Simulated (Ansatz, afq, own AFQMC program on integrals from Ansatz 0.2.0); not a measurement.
Integrals from Ansatz 0.2.0, then the random walk in our own AFQMC program (afq).

```yaml
crystal:
  periodic: [false, false, false]
  atoms:
    - {symbol: C, position_ang: [0.000000, 0.000000, 0.000000]}
    - {symbol: H, position_ang: [0.000000, 0.000000, 1.140358]}
basis:
  gaussian: {orbitals: cc-pVTZ}
total_charge: 1
magnetization: {spin_polarized: true, initial_magnetization: 0}
correlation: {method: ccsd_t, electrons: outside_noble_gas, hamiltonian_folder: ham}
```

```sh
$ ansatz run in.yaml --threads 1 --pin off --events-out ev --progress --plain --max-ram 24576MiB --backend cuda --devices 0, --max-vram 18GiB
```

afq runs on the folder ham with

```
--method free --trial cisd --walkers 4000 --time-step 0.03 --max-blocks 4000 --target-error 0.00024 --factor-cut 1e-05 --seed 4637 --times 0,0.3,0.6,1.2,1.8,2.4,3.6,4.8,6 --taylor-order 8
```

Times are imaginary, in 1/Eh. The walk had a cap of 61 s.

afq prints:

```
orbitals 43  electrons 2 2  factors 252 of 252
reference energy -37.91740696 Eh
CCSD correlation -0.10378978 Eh in 17 cycles, weight of the determinant in the CISD state 0.7179
repeat  energy at the last time / Eh  error
    10  -38.023929  0.000245
    20  -38.024026  0.000141
    30  -38.024050  0.000105
time / (1/Eh)  energy / Eh  error  mean overlap
  0.00  -38.021199  0.000021  1.3923
  0.30  -38.022977  0.000033  1.3906
  0.60  -38.023530  0.000023  1.3916
  1.20  -38.023846  0.000035  1.3912
  1.80  -38.023908  0.000043  1.3886
  2.40  -38.024033  0.000046  1.3879
  3.60  -38.024106  0.000068  1.3820
  4.80  -38.024117  0.000076  1.3765
  6.00  -38.024004  0.000111  1.3685
energy -38.024004 +/- 0.000111 Eh
```

The run passed its tests (error under three times the target), which doesn't prove that it has relaxed.

Against this walk (error 3.0 meV) on the same determinant: CCSD(T) 14.5 meV higher, CCSDT(Q) 0.5 meV lower (within the noise), full CI 1.6 meV lower (within the noise). The error is statistical, and a free projection of finite length keeps a remainder of its start. The determinant has ⟨S²⟩ = 0.53, so the low cluster orders mix in higher spin, and so can this walk. The last points scatter (meV from the last: 2.6 ± 1.2 at 1.80, -0.8 ± 1.2 at 2.40, -2.8 ± 1.9 at 3.60, -3.1 ± 2.1 at 4.80, 0 ± 3 at 6.00); the last is the one printed as the energy, and the gaps above move with that scatter. The determinant is a poor start (see the cautions), so the low cluster orders aren't to be relied on, and full CI is the sure value.

Cautions: remainder of the start not in the error; start is not spin pure; strong correlation (T1 0.170, weight of the determinant 0.72, largest double 0.13); unrestricted determinant spin contaminated (⟨S²⟩ 0.53 against 0.00).

The walk took 23 s on 1 × NVIDIA H100 80GB HBM3 with 2 threads of AMD EPYC 7R13 Processor (Zen 3), on a shared host (the card was shared). The log's last line is the free-projection energy.

CCSDT and higher add their correlation energy to the determinant of the CCSD(T) run, since their own runs factorise the integrals more tightly (a shift of under 2 meV).
